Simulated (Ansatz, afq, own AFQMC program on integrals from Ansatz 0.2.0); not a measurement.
# BH₂ (doublet): quantum Monte Carlo beside coupled cluster, cc-pVDZ

One table from this session's results is given with a row withheld; the runs are named, their logs left out.

The runs use Ansatz 0.2.0, Gaussian basis, and an in-house AFQMC program (afq) on its integrals; all values are calculated; cc-pVDZ, frozen cores.

The runs, in order: Full CI; PBE (unrestricted); r2SCAN (unrestricted); PBE0 (unrestricted); B3LYP (unrestricted); wB97M-V (unrestricted); B2PLYP (unrestricted); CCSD(T) on ROHF; Full CI; Full CI (quartet); CCSDT(Q) on ROHF; CCSDTQ on ROHF; Phaseless AFQMC, CISD trial on ROHF; Phaseless AFQMC, single-determinant trial on ROHF; Free-projection AFQMC, CISD trial on ROHF; CCSD(T) on UHF; Full CI; CCSDT(Q) on UHF; CCSDTQ on UHF; CCSD(T) on UHF; CCSD(T) on UHF; PBE (unrestricted); r2SCAN (unrestricted); PBE0 (unrestricted); B3LYP (unrestricted); wB97M-V (unrestricted); B2PLYP (unrestricted); Phaseless AFQMC, CISD trial on UHF; Phaseless AFQMC, single-determinant trial on UHF; Free-projection AFQMC, CISD trial on UHF.

1 further run of the same task is left out (it didn't finish).

## The geometry

The geometry is a PBE0/def2-TZVP stationary point (not a proven minimum).

3 atoms, charge 0, spin multiplicity 2.

Atoms are counted from 1 here; the program's logs count them from 0.

Bond lengths: B1–H2 1.191 Å, B1–H3 1.191 Å. Angles: H2–B1–H3 129.4°.

Set-up of the first run:

in.yaml

```yaml
crystal:
  periodic: [false, false, false]
  atoms:
    - {symbol: B, position_ang: [0.000000, -0.080006, 0.000000]}
    - {symbol: H, position_ang: [0.000000, 0.429067, -1.077008]}
    - {symbol: H, position_ang: [0.000000, 0.429067, 1.077008]}
basis:
  gaussian: {orbitals: cc-pVDZ}
magnetization: {spin_polarized: false, initial_magnetization: 1}
correlation: {method: fci, electrons: outside_noble_gas}
```

On the command line:

```bash
ansatz run in.yaml --threads 1 --pin off --events-out ev --progress --plain --max-ram 24576MiB --backend cuda --devices 0, --max-vram 18GiB
```

Steps of the session up to this table: Full CI; PBE (unrestricted); r2SCAN (unrestricted); PBE0 (unrestricted); B3LYP (unrestricted); wB97M-V (unrestricted); B2PLYP (unrestricted); CCSD(T) on ROHF; Full CI (quartet); CCSDT(Q) on ROHF; CCSDTQ on ROHF; Phaseless AFQMC, CISD trial on ROHF; Phaseless AFQMC, single-determinant trial on ROHF; Free-projection AFQMC, CISD trial on ROHF; CCSD(T) on UHF; CCSDT(Q) on UHF; CCSDTQ on UHF; Phaseless AFQMC, CISD trial on UHF; Phaseless AFQMC, single-determinant trial on UHF; Free-projection AFQMC, CISD trial on UHF.

One of the session's tables, all rows but one given; the rest of the session is left out.

It belongs to the step «AFQMC on the ladder». On the ROHF determinant, counted from full CI (exact for this spin and basis):

| level | from full CI (kcal/mol) |
| --- | --- |
| HF | +55.87 |
| MP2 | +13.49 |
| CCSD | +0.98 |
| CCSD(T) | ? |
| CCSDT(Q) | 0.00 |
| CCSDTQ | 0.00 |
| full CI | 0.00 |
| Phaseless AFQMC, CISD trial, step 0.005, 4000 walkers | +0.03 |
| Phaseless AFQMC, single-determinant trial, step 0.005, 4000 walkers | -0.26 |
| Free-projection AFQMC, CISD trial, step 0.03, 4000 walkers | 0.00 |

Estimate the missing values for CCSD(T).

**Answer.** from full CI (kcal/mol): +0.25. In the column «from full CI (kcal/mol)» it lies between Phaseless AFQMC, CISD trial, step 0.005, 4000 walkers (+0.03) and CCSD (+0.98).

Caveats from the session: On ROHF the phaseless walk with the CISD trial lies +0.03 kcal/mol from full CI, within three error bars.
